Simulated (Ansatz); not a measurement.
Gas-phase reaction in SMILES: C[NH] (CH4N) → C[NH-] (an electron is taken up)

Wanted: adiabatic electron affinity (0 K, with zero-point energies), in eV. Positive where the reaction releases energy. Conventions: valence correlation only; six Cartesian d functions in 6-31G* and its kin unless marked 5d; no spin-orbit coupling; non-relativistic; open shells spin-unrestricted; LANL2DZ all-electron up to Ne; 6-311+G** with 5d. CBS(X,Y): correlation extrapolated as X^-3; Hartree-Fock from the larger set. [CCSD(T)-MP2]/basis is that difference in the basis named. Ab initio and DFT rows: single points at B3LYP-D3(BJ) geometries (Ansatz, a quantum-chemistry and plane-wave program), with unscaled harmonic terms from B3LYP/6-31G* at its own minima. Sets without +, aug- or the D of def2-TZVPD hold no diffuse functions, which anions need.

Coupled cluster (Ansatz) is a level with limits of its own, used here on species with T1 under 0.025 (0.045 for open shells) and stable references: RI-MP2/CBS(aug-cc-pVTZ,aug-cc-pVQZ)+[CCSD(T)-MP2]/aug-cc-pVTZ.

Value to compare with, RI-MP2/CBS(aug-cc-pVTZ,aug-cc-pVQZ)+[CCSD(T)-MP2]/aug-cc-pVTZ (Ansatz): 0.50 eV.

| level | program | adiabatic electron affinity (0 K, with zero-point energies) (eV) | difference |
|---|---|---|---|
| MP2/STO-3G | Ansatz | -6.17 | -6.67 |
| MP2/3-21G | Ansatz | -1.74 | -2.24 |
| MP2/LANL2DZ | Ansatz | -0.75 | -1.25 |
| MP2/6-31G* | Ansatz | -0.86 | -1.36 |
| MP2/6-311+G** | Ansatz | 0.29 | -0.21 |

Among the 5 habitual levels, MP2/STO-3G lies farthest from RI-MP2/CBS(aug-cc-pVTZ,aug-cc-pVQZ)+[CCSD(T)-MP2]/aug-cc-pVTZ (Ansatz) (-6.67 eV) and MP2/6-311+G** nearest (-0.21); 0 of 5 lie above it, and their mean absolute difference is 2.35 eV, the median 1.36. One case shows no general order.

The sets are all those run for this method; runs whose electronic state is in doubt are left out.
